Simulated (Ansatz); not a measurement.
# How far each method lies from RCCSDTQ for SiCl⁺, singlet

Geometry: that of the SiCl, doublet, kept fixed.

```xyz
2

Si    0.0000    0.0000    0.0000
Cl    0.0000    0.0000    2.0671
```

Basis cc-pVDZ; Ansatz 0.2.0. Correlated methods freeze the noble-gas cores, which leaves 10 electrons in 26 orbitals. Prefix R: restricted or restricted open-shell reference. Active spaces: valence = (10e, 8o) chosen from the atoms' valence shells.

Full CI isn't at hand for all of this; RCCSDTQ serves as the reference, and is uncertain by the last step of the cluster series or more.

- UHF ⟨S²⟩: 0.000
- T1 diagnostic (RCCSD): 0.0233
- largest doubles amplitude (RCCSD): 0.073

```tsv
level	E − E(RHF) (eV)
RMP2	-5.3143
RCCSD	-5.9968
RCCSD(T)	-6.2102
```

Problem. Estimate how far RCCSDTQ in cc-pVDZ lies from RCCSD(T). The table doesn't fix it; the size of (T) and the diagnostics are the guide.

Solution. RCCSDTQ in cc-pVDZ lies 42 meV below RCCSD(T), which is 20 % of the (T) step (-213 meV). T1 is raised, but (T) still catches most of what CCSD lacks.

The other levels:

```json
{"level": "CISD", "E − E(RCCSDTQ) (meV)": "705", "share of correlation (%)": "88.72", "wall time": "0.78 s"}
{"level": "BCCD(T)", "E − E(RCCSDTQ) (meV)": "40", "share of correlation (%)": "99.36", "wall time": "0.42 s"}
{"level": "RCCSDT", "E − E(RCCSDTQ) (meV)": "17", "share of correlation (%)": "99.73", "wall time": "–"}
{"level": "RCCSDT(Q)", "E − E(RCCSDTQ) (meV)": "-3", "share of correlation (%)": "100.05", "wall time": "1.8 s"}
{"level": "CASSCF (valence space)", "E − E(RCCSDTQ) (meV)": "4616", "share of correlation (%)": "26.17", "wall time": "–"}
{"level": "NEVPT2 (valence space)", "E − E(RCCSDTQ) (meV)": "1245", "share of correlation (%)": "80.08", "wall time": "3 s"}
{"level": "MRCISD (valence space)", "E − E(RCCSDTQ) (meV)": "406", "share of correlation (%)": "93.51", "wall time": "–"}
{"level": "MRCISD+Q (valence space)", "E − E(RCCSDTQ) (meV)": "66", "share of correlation (%)": "98.94", "wall time": "3.9 s"}
```

The correlation energy at RCCSDTQ, counted from RHF, is -6.252 eV. That run took 45 s on 1 thread of Arm Neoverse V1, shared host.

Times hold each run's SCF and search for its determinant on a shared host, so for small cases they say little of a method's own cost; they ran on 1 thread of Arm Neoverse V1.

Natural occupations of CASSCF (valence space) about the gap: 1.998 1.997 1.978 1.978 1.969 0.027 0.026 0.026; effectively unpaired electrons, Σ n²(2−n)², 0.02.
